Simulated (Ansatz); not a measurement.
**AlPH (doublet): B3LYP, r2SCAN0 over a scan of the distance Al1–P2, 6-31G**

Aim: run AlPH (doublet) with these functionals over a scan of the distance Al1–P2, and hold them against the top wave-function level at the same points.

Computed with Ansatz 0.2.0, Gaussian basis. Level: 6-31G, all electrons in the functionals.

The runs, in order: B3LYP, r2SCAN0, at 1.733 Å; 1.909 Å; 2.144 Å; 2.335 Å; 2.577 Å; 2.917 Å; 3.388 Å; 4.048 Å; 4.630 Å; 5.717 Å; 7.217 Å.

24 further runs of the same task are left out: 22 that didn't finish, 2 set aside as unsound or not needed.

## Step 1: The geometry

The geometry derives from a PBE0/def2-TZVP stationary point (not a proven minimum). One bond is set to the value named and the two fragments are kept rigid.

3 atoms, charge 0, spin multiplicity 2.

Atoms are counted from 1 here; the program's logs count them from 0.

Bond lengths: Al1–P2 2.144 Å, Al1–H3 1.581 Å. Angles: P2–Al1–H3 180.0°.

No dispersion term is added. B3LYP takes the VWN-RPA correlation.

The geometry shown and the zero of energy belong to the point 2.144 Å. The yardstick, FCI, and other wave-function levels (R restricted, U unrestricted, valence and pair active spaces) come from earlier runs.

## Step 2: B3LYP, 1.733 Å

Contents of in.yaml:

```yaml
crystal:
  periodic: [false, false, false]
  atoms:
    - {symbol: Al, position_ang: [0.000000, 0.000000, 0.050533]}
    - {symbol: P, position_ang: [0.000000, 0.000000, -1.682467]}
    - {symbol: H, position_ang: [0.000000, 0.000000, 1.631933]}
basis:
  gaussian: {orbitals: 6-31G}
magnetization: {spin_polarized: true, initial_magnetization: 1}
hamiltonian: {xc: {name: B3LYP}}
```

On the command line:

```console
$ ansatz run in.yaml --threads 1 --pin off --events-out ev --progress --plain --max-ram 2393MiB
```

After this run come: B3LYP, 1.909 Å; B3LYP, 2.144 Å; B3LYP, 2.335 Å; B3LYP, 2.577 Å; B3LYP, 2.917 Å; B3LYP, 3.388 Å; B3LYP, 4.048 Å; B3LYP, 4.630 Å; B3LYP, 5.717 Å; B3LYP, 7.217 Å; r2SCAN0, 1.733 Å; r2SCAN0, 1.909 Å; r2SCAN0, 2.144 Å; r2SCAN0, 2.335 Å; r2SCAN0, 2.577 Å; r2SCAN0, 2.917 Å; r2SCAN0, 3.388 Å; r2SCAN0, 4.048 Å; r2SCAN0, 4.630 Å; r2SCAN0, 5.717 Å; r2SCAN0, 7.217 Å.

Before running them: what should the planned runs give, taken together? Wanted: span of the FCI curve; largest miss, B3LYP; largest miss, r2SCAN0.

As calculated:

```
             quantity                value
span of the FCI curve             3.853 eV
  largest miss, B3LYP  +0.357 eV (2.917 Å)
largest miss, r2SCAN0  +0.488 eV (2.917 Å)
```

Of the functionals, B3LYP keep the smallest largest miss at the points compared (at most 0.357 eV) and r2SCAN0 strays most (0.488 eV, at 2.917 Å). B3LYP, r2SCAN0 clearly break the spin symmetry at some points (⟨S²⟩ up to 1.01 above the pure value), so energy there is bought with a mixed spin. Functionals and the yardstick converge differently with the basis, so part of each miss in 6-31G is the basis.
